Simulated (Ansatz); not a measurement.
**AlSiN (singlet): wave-function methods side by side, cc-pVTZ**

The task here is to estimate one member of a computed series from the others.

Method: cc-pVTZ, core rule «outside noble gas», up to 11 orbitals frozen; program: Ansatz 0.2.0, Gaussian basis.

The runs, in order: UHF; CCSD(T) on RHF; CCSD(T) on UHF; BCCD(T) on RHF; CCSDT(Q) on RHF; CCSDT(Q) on UHF.

10 further runs of the same task are left out: 4 for a known fault of the program, 6 set aside as unsound or not needed.

**What is computed**

The geometry is a PBE0/def2-TZVP stationary point (not a proven minimum) of the parent state, kept for this charge and spin.

3 atoms, charge 0, spin multiplicity 1.

Atoms are counted from 1 here; the program's logs count them from 0.

Bond lengths: Al1–Si2 2.464 Å, Si2–N3 1.576 Å. Angles: Al1–Si2–N3 180.0°.

Set-up of the first run:

File in.yaml:

```yaml
crystal:
  periodic: [false, false, false]
  atoms:
    - {symbol: Al, position_ang: [0.000000, 0.000000, 2.168200]}
    - {symbol: Si, position_ang: [0.000000, 0.000000, -0.296000]}
    - {symbol: N, position_ang: [0.000000, 0.000000, -1.872200]}
basis:
  gaussian: {orbitals: cc-pVTZ}
magnetization: {spin_polarized: true, initial_magnetization: 0}
hamiltonian: {xc: hf}
output: {orbitals: {seedname: orbitals}}
```

Command:

```console
$ ansatz run in.yaml --threads 1 --pin off --events-out ev --progress --plain --max-ram 2816MiB --backend cpu
```

Among the steps run: UHF; CCSD(T) on RHF; CCSD(T) on UHF; BCCD(T) on RHF; CCSDT(Q) on RHF; CCSDT(Q) on UHF.

One of the session's tables, all rows but one given; the rest of the session is left out.

```
   method  from RCCSDT(Q) (meV)
      RHF              +11723.6
      UHF                     ?
     RMP2                +933.5
     UMP2               +2911.1
    RCCSD                +992.6
    UCCSD               +1034.0
 RCCSD(T)                +136.0
 UCCSD(T)                +327.2
  BCCD(T)                +128.0
   RCCSDT                +152.1
   UCCSDT                +163.7
RCCSDT(Q)                     0
UCCSDT(Q)                  -3.6
```

Estimate the missing values for UHF.

The run gave: from RCCSDT(Q) (meV): +10586.3. In the column «from RCCSDT(Q) (meV)» it lies between UMP2 (+2911.1) and RHF (+11723.6).

To keep in mind: The determinant is far from a pure spin state, so its energy mixes those of several spin states (harmless only where they are near-degenerate, as at dissociation). Warnings: restricted reference is unstable; spin contamination; large T1 diagnostic. Restricted and unrestricted rows rest on different reference determinants; where their highest levels disagree by more than a few hundredths of an eV, they describe different states and don't form one ladder.
